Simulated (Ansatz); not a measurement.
# AlNH₂+ (doublet): from Hartree-Fock to the top rungs, cc-pVTZ

An exercise on one series of results from a longer session: the logs are not shown, and one member is left open.

Method: cc-pVTZ, core rule «outside noble gas», up to 6 orbitals frozen; program: Ansatz 0.2.0, Gaussian basis.

Plan: UHF; CCSD(T) on ROHF; CCSD(T) on UHF; BCCD(T) on ROHF; CCSDT(Q) on ROHF; CCSDT(Q) on UHF.

16 further runs of the same task are left out: 10 for a known fault of the program, 6 set aside as unsound or not needed.

### The system

The geometry is a PBE0/def2-TZVP stationary point (not a proven minimum) of the parent state, kept for this charge and spin.

4 atoms, charge 1, spin multiplicity 2.

Atoms are counted from 1 here; the program's logs count them from 0.

Bond lengths: Al1–N2 1.771 Å, N2–H3 1.007 Å, N2–H4 1.007 Å. Angles: Al1–N2–H3 124.1°, Al1–N2–H4 124.1°, H3–N2–H4 111.7°.

As a file:

```xyz
4

Al    0.0000    0.0000    0.6865
N     0.0000    0.0000   -1.0849
H     0.0000    0.8334   -1.6498
H     0.0000   -0.8334   -1.6498
```

Set-up of the first run:

in.yaml reads:

```yaml
crystal:
  periodic: [false, false, false]
  atoms:
    - {symbol: Al, position_ang: [0.000000, 0.000000, 0.686473]}
    - {symbol: N, position_ang: [0.000000, 0.000000, -1.084932]}
    - {symbol: H, position_ang: [0.000000, 0.833405, -1.649784]}
    - {symbol: H, position_ang: [0.000000, -0.833405, -1.649784]}
basis:
  gaussian: {orbitals: cc-pVTZ}
total_charge: 1
magnetization: {spin_polarized: true, initial_magnetization: 1}
hamiltonian: {xc: hf}
output: {orbitals: {seedname: orbitals}}
```

Started as:

```
ansatz run in.yaml --threads 1 --pin off --events-out ev --progress --plain --max-ram 2816MiB --backend cpu
```

Steps of the session up to this table: UHF; CCSD(T) on ROHF; CCSD(T) on UHF; BCCD(T) on ROHF; CCSDT(Q) on ROHF; CCSDT(Q) on UHF.

One table of the session follows, with a row left open; its other results are not shown here.

```
   method  from UCCSDT(Q) (meV)
     ROHF               +7369.5
      UHF               +7342.3
     RMP2                +597.3
     UMP2                +589.9
    RCCSD                +312.5
    UCCSD                +309.8
 RCCSD(T)                 +28.6
 UCCSD(T)                 +27.2
  BCCD(T)                 +28.6
   RCCSDT                     ?
   UCCSDT                 +16.8
RCCSDT(Q)                  +3.4
UCCSDT(Q)                     0
```

**Question.** Estimate the row for RCCSDT.

The run gave: from UCCSDT(Q) (meV): +18.4. In the column «from UCCSDT(Q) (meV)» it lies between UCCSDT (+16.8) and UCCSD(T) (+27.2).

Limits of these values: Restricted and unrestricted rows rest on different reference determinants; where their highest levels disagree by more than a few hundredths of an eV, they describe different states and don't form one ladder.
